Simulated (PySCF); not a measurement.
# ethynide: proton affinities at several levels

Structure: `[C-]#C` ([C2H]-). Non-hydrogen atoms are numbered in `[C-:1]#[CH:2]`.

All levels share the PBE0-D3(BJ)/ma-def2-SVP structures and the PBE0-D3(BJ)/ma-def2-SVP thermal terms; only the single-point energies (PySCF) change. Values are proton affinities (298 K, kJ/mol).

| level | C1 | abs. error | time |
| --- | --- | --- | --- |
| LDA/ma-def2-TZVP | 1547 | 35.3 | 2 s |
| ωB97M-D3(BJ)/ma-def2-TZVP (grid 3) | 1565 | 17.3 | 2.6 s |
| BLYP-D3(BJ)/ma-def2-TZVP | 1569 | 13.2 | 2.3 s |
| BP86-D3(BJ)/ma-def2-TZVP | 1571 | 12.0 | 2.4 s |
| PBE-D3(BJ)/ma-def2-TZVP | 1571 | 11.7 | 2.4 s |
| PBE0-D3(BJ)/aug-pcseg-1 | 1572 | 10.8 | 0.87 s |
| PBE0-D3(BJ)/aug-cc-pVDZ | 1572 | 10.2 | 0.89 s |
| PBE0-D3(BJ)/6-31+G* | 1573 | 9.9 | 0.76 s |
| M06-2X/ma-def2-TZVP (grid 3) | 1574 | 9.1 | 2.8 s |
| CAM-B3LYP-D3(BJ)/ma-def2-TZVP | 1575 | 7.9 | 1.4 s |
| r2SCAN-D3(BJ)/ma-def2-TZVP (grid 3) | 1578 | 4.7 | 3.8 s |
| PBE0-D3(BJ)/ma-def2-SVP | 1578 | 4.5 | 0.66 s |
| B3LYP-D3(BJ)/ma-def2-TZVP | 1579 | 3.4 | 1.3 s |
| PBE0-D3(BJ)/6-311+G** | 1580 | 2.2 | 0.88 s |
| HSE06/ma-def2-TZVP | 1582 | 0.8 | 2.7 s |
| PBE0-D3(BJ)/6-311++G(2d,2p) | 1582 | 0.7 | 1 s |
| PBE0-D3(BJ)/ma-def2-TZVP | 1582 | 0.1 | – |
| PBE0-D3(BJ)/jun-cc-pV(T+d)Z | 1583 | 0.5 | 1.5 s |
| PBE0-D3(BJ)/aug-cc-pVTZ | 1583 | 0.6 | 2 s |
| PBE0-D3(BJ)/aug-cc-pVQZ | 1584 | 1.4 | 5 s |
| ωB97X-D3(BJ)/ma-def2-TZVP | 1585 | 2.0 | 1.3 s |
| TPSS-D3(BJ)/ma-def2-TZVP (grid 3) | 1585 | 2.2 | 4.1 s |
| M06/ma-def2-TZVP (grid 3) | 1585 | 2.4 | 2.8 s |
| PBE0-D3(BJ)/def2-QZVPPD | 1586 | 3.7 | 3.4 s |
| BHandHLYP/ma-def2-TZVP | 1587 | 4.1 | 1.1 s |
| TPSSh-D3(BJ)/ma-def2-TZVP (grid 3) | 1588 | 5.2 | 2.5 s |
| PBE0-D3(BJ)/def2-TZVPD | 1588 | 5.8 | 1.4 s |
| PBE0-D3(BJ)/def2-QZVP | 1589 | 5.9 | 3 s |
| HF/ma-def2-TZVP | 1590 | 7.1 | 0.39 s |
| PBE0-D3(BJ)/pcseg-2 | 1591 | 8.1 | 1.2 s |
| B97-2/ma-def2-TZVP | 1591 | 8.4 | 1.1 s |
| OPBE/ma-def2-TZVP | 1592 | 9.6 | 2.3 s |
| LC-ωPBE/ma-def2-TZVP | 1594 | 11.0 | 2.4 s |
| PBE0-D3(BJ)/def2-TZVP | 1595 | 12.1 | 1.1 s |
| M06-L/ma-def2-TZVP (grid 3) | 1595 | 12.5 | 4.1 s |
| PBE0-D3(BJ)/def2-TZVPP | 1596 | 12.9 | 1.3 s |
| PBE0-D3(BJ)/def2-SVPD | 1597 | 14.4 | 0.8 s |
| PBE0-D3(BJ)/pcseg-1 | 1604 | 21.1 | 0.59 s |
| PBE0-D3(BJ)/cc-pVTZ | 1607 | 24.8 | 1.2 s |
| PBE0-D3(BJ)/def2-SV(P) | 1619 | 36.4 | 0.57 s |
| PBE0-D3(BJ)/cc-pVDZ | 1626 | 43.2 | 0.61 s |
| PBE0-D3(BJ)/def2-SVP | 1627 | 44.8 | 0.6 s |
| PBE0-D3(BJ)/6-31G* | 1657 | 74.4 | 0.57 s |
| PBE0-D3(BJ)/6-31G | 1665 | 82.3 | 0.55 s |
| ATcT 1.112 | 1583 |  |  |

Times are wall times for all single points of a level on 1 thread of Arm Neoverse V1, a shared host; the dash marks the run that also made the structures. BLYP, BP86, HSE06, LC-ωPBE, LDA, M06-L, OPBE, PBE, TPSS, r2SCAN ran on a slower path of this set-up, which computes the density-fitting integrals anew in every SCF cycle while the other levels store them. So the times needn't show the usual order of cost, and those levels read slower than they are.

Hartree-Fock leaves out electron correlation, so its proton affinities can be off by tens of kJ/mol.

The spread: 118 kJ/mol, from 1547 to 1665.
